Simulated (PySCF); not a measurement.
Molecule: SMILES FC(C(C)C)F, C$_{4}$H$_{8}$F$_{2}$.

Mapped SMILES: `[CH3:1][CH:2]([CH3:3])[CH:4]([F:5])[F:6]`. Each H is labelled by its parent atom.

Geometry PBE0-D3(BJ)/def2-SVP throughout; GIAO in PySCF 2.14, gas phase, one conformer, non-relativistic; equivalent atoms averaged; functional PBE0.

Q: How do the absolute shieldings σ depend on the basis set? (ppm; last column core-seconds on shared hosts with different chips, so compare them loosely)

A: 
```
    basis set  functions     C4     C2  C1/C3  F5/F6  H(C4)  H(C2)  H(C1)/H(C3)  core-s
       STO-3G         38  148.3  206.4  214.0  421.3  29.82  31.68        31.81     4.8
        6-31G         70   81.6  166.2  183.3  331.2  26.90  30.84        31.47       9
     pcSseg-0         70   61.9  158.5  175.8  334.9  26.71  31.13        31.56     7.3
       6-31G*        100   79.3  161.7  178.6  337.4  26.26  30.25        30.97      13
     def2-SVP        124   76.9  161.3  178.5  339.8  26.01  29.88        30.48      16
      cc-pVDZ        124   79.8  160.1  180.6  335.6  25.87  29.82        30.40      13
     pcSseg-1        142   62.8  149.6  168.9  322.0  25.63  29.74        30.26      11
6-311+G(2d,p)        210   67.0  150.9  172.0  319.6  25.85  29.71        30.55      35
  aug-cc-pVDZ        210   79.1  158.2  180.6  329.0  25.62  29.55        30.35      27
    def2-TZVP        234   64.0  150.5  171.3  319.5  25.86  29.67        30.52      43
     IGLO-III        290   59.5  146.9  168.3  317.7  25.67  29.57        30.39      49
      cc-pVTZ        292   65.7  151.9  172.1  321.5  25.70  29.54        30.33      44
     pcSseg-2        328   58.7  147.0  168.3  318.3  25.60  29.47        30.27      61
```

Q: Which nucleus moves most, in ppm?

A: F5/F6 (fluorine of a CF2 group): from 317.7 ppm with IGLO-III to 421.3 ppm with STO-3G. The smallest spread is 1.55 ppm, at H(C1)/H(C3). Proton shifts span only some 12 ppm, so a few tenths of a ppm matter as much there as several ppm in carbon.

Q: Taking the largest basis, pcSseg-2 (328 functions), as the yardstick, rank the others by their worst heavy-atom deviation.

A: IGLO-III 0.8 ppm (290 functions), pcSseg-1 4.2 ppm (142 functions), def2-TZVP 5.3 ppm (234 functions), cc-pVTZ 7.1 ppm (292 functions), 6-311+G(2d,p) 8.3 ppm (210 functions), pcSseg-0 16.6 ppm (70 functions), aug-cc-pVDZ 20.4 ppm (210 functions), 6-31G* 20.7 ppm (100 functions), cc-pVDZ 21.1 ppm (124 functions), def2-SVP 21.4 ppm (124 functions), 6-31G 23.0 ppm (70 functions), STO-3G 103.0 ppm (38 functions).

A small basis that lands close on one nucleus may do so by chance; judge by the trend and by all nuclei.
